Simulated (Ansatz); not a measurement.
Process, species as SMILES: C#C (C2H2) → 2 C atom + 2 H atom
B3LYP-D3(BJ)/def2-TZVP geometries, fixed; electronic energies without zero-point terms.
Largest species:
```xyz
4

C      0.0000     0.0000    -0.5984
C      0.0000     0.0000     0.5984
H      0.0000     0.0000     1.6611
H      0.0000     0.0000    -1.6611
```
Charge 0, spin multiplicity 1.

Energies in hartree at B3LYP with Ansatz (a first-principles code); the atomisation energy is their sum with the coefficients shown, times 627.509 kcal/mol a hartree. All functions are spherical. The program fits the integrals of some runs and decomposes those of others, by size. Open shells are unrestricted. No added dispersion term, no relativity.

```json
[
 {"species": "C#C (C2H2)", "coefficient": "-1", "part": "B3LYP", "cc-pVDZ": "-77.33274", "cc-pVTZ": "-77.36355", "cc-pVQZ": "-77.36933"},
 {"species": "C atom", "coefficient": "+2", "part": "B3LYP", "cc-pVDZ": "-37.85197", "cc-pVTZ": "-37.85857", "cc-pVQZ": "-37.86059"},
 {"species": "H atom", "coefficient": "+2", "part": "B3LYP", "cc-pVDZ": "-0.50126", "cc-pVTZ": "-0.50216", "cc-pVQZ": "-0.50235"}
]
```

Q: Predict the atomisation energy in cc-pV5Z (X = 5): let each B3LYP step shrink by the ratio of the last two. Compare with the run.

A: 
- C#C (C2H2): steps -0.03081 and -0.00578, ratio 0.188, so B3LYP -77.37042 (run: -77.37127).
- C atom: steps -0.00660 and -0.00202, ratio 0.306, so B3LYP -37.86121 (run: -37.86151).
- H atom: steps -0.00090 and -0.00019, ratio 0.211, so B3LYP -0.50239 (run: -0.50243).
Predicted 403.63 kcal/mol; the run in cc-pV5Z gives 403.73, a miss of -0.11. Keeping the value in cc-pVQZ, 403.77, would miss by 0.04. All sums are of the energies as printed.
